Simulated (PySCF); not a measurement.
# Potential energy of AlB along the bond

Set-up: Al def2-TZVP, B def2-TZVP; no relativity (PySCF 2.14). Energies in eV from Al + B in their ground configurations at the same level. State: ³Σ⁻ (triplet), unpaired electrons π ↑↑.

All columns are PBE0. A positive dipole means Al(−)B(+).

| R (Å) | E (eV) | μ (D) | Mulliken charge on Al (basis-dependent) | HOMO (eV) | LUMO (eV) | Mayer bond order | ⟨S²⟩ |
| --- | --- | --- | --- | --- | --- | --- | --- |
| 1.745 | -1.480 | -1.39 | 0.03 | -6.28 | -3.18 | 1.94 | 2.37 |
| 1.826 | -1.848 | -1.47 | 0.05 | -6.10 | -3.26 | 1.91 | 2.33 |
| 1.907 | -2.050 | -1.57 | 0.08 | -5.95 | -3.33 | 1.87 | 2.29 |
| 1.968 | -2.120 | -1.64 | 0.10 | -5.84 | -3.38 | 1.83 | 2.25 |
| 2.029 | -2.138 | -1.72 | 0.12 | -5.74 | -3.41 | 1.78 | 2.21 |
| 2.090 | -2.116 | -1.81 | 0.13 | -5.64 | -3.44 | 1.73 | 2.17 |
| 2.171 | -2.042 | -1.94 | 0.15 | -5.52 | -3.46 | 1.66 | 2.12 |
| 2.272 | -1.901 | -2.11 | 0.17 | -5.38 | -3.47 | 1.57 | 2.08 |
| 2.394 | -1.692 | -2.32 | 0.19 | -5.22 | -3.46 | 1.47 | 2.05 |
| 2.557 | -1.388 | -2.58 | 0.21 | -5.03 | -3.43 | 1.36 | 2.03 |

A fit through these points gives, at Re = 2.023 Å, μ = -1.71 D and dμ/dR = -1.38 D/Å; the reduced mass is 7.819 u.

**Question.** How strong is the fundamental in the double-harmonic approximation, I = 42.26·(dμ/dR)²/μred km/mol?

**Answer.** I = 42.26·(-1.38)²/7.819 = 10.3 km/mol at PBE0.

The state is the lowest determinant that a PBE0 search found; another state may lie lower at other levels.
